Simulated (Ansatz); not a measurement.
# Cost against result

The pair of H3O⁺ (SMILES [OH3+], atoms 1–4) and CH3Cl (SMILES CCl, atoms 5–9), both closed shells, in one local arrangement (a lower one may exist), relaxed at PBE0-D4/def2-TZVP:

```xyz
9
angstrom
O -0.1845 -0.1860 -2.1097
H -0.4329 0.6967 -2.4275
H -0.3674 -0.3654 -1.0585
H 0.6946 -0.4485 -2.4265
C 0.1550 0.1570 1.7039
Cl -0.8296 -0.8209 0.5540
H 1.2020 -0.0745 1.5328
H -0.1612 -0.1634 2.6927
H -0.0760 1.2050 1.5386
```

Interaction energies are counterpoise-corrected; the time is that of the whole pair.

Ansatz 0.2.0; basis: as named in each row; cores frozen in the correlated methods. B3LYP uses VWN-RPA correlation. Extrapolation: Hartree–Fock as exp(−7.88 √X), correlation as X^−2.97.

Times are rough, for one single point on 4 threads of a shared host (Arm Neoverse V1).

The estimate by CCSD(T) at an estimated basis limit (MP2 extrapolated from triple and quadruple zeta, plus CCSD(T) − MP2 in triple zeta) is -1.169 eV.

```
   method        basis  time (s)  interaction energy (eV)  method less estimate
       HF       STO-3G   under 1                   -0.962                 0.206
   PBE-D4       STO-3G   under 1                   -1.394                -0.225
    SPW92     def2-SVP   under 1                   -1.452                -0.283
 B3LYP-D4        6-31G   under 1                   -1.031                 0.137
   PBE-D4     def2-SVP   under 1                   -1.292                -0.123
  PBE0-D4     def2-SVP   under 1                   -1.239                -0.070
  CCSD(T)     def2-SVP   under 1                   -1.012                 0.156
   PBE-D4  def2-TZVPPD         1                   -1.322                -0.154
revPBE-D4  def2-TZVPPD         1                   -1.265                -0.097
  BLYP-D4  def2-TZVPPD         2                   -1.255                -0.086
  PBE0-D4  def2-TZVPPD         2                   -1.282                -0.113
 B3LYP-D4  def2-TZVPPD         2                   -1.242                -0.073
 HSE06-D4  def2-TZVPPD         2                   -1.283                -0.115
  wB97M-V     def2-SVP         2                   -1.161                 0.008
r2SCAN-D4  def2-TZVPPD         3                   -1.294                -0.126
   B2PLYP  def2-TZVPPD         3                   -1.180                -0.011
  wB97X-V  def2-TZVPPD         5                   -1.201                -0.033
  wB97M-V  def2-TZVPPD         6                   -1.185                -0.017
   B97M-V  def2-TZVPPD         6                   -1.214                -0.045
      MP2  def2-QZVPPD        11                   -1.177                -0.008
  CCSD(T)  def2-TZVPPD        47                   -1.124                 0.044
```

T1 diagnostic: at most 0.009.
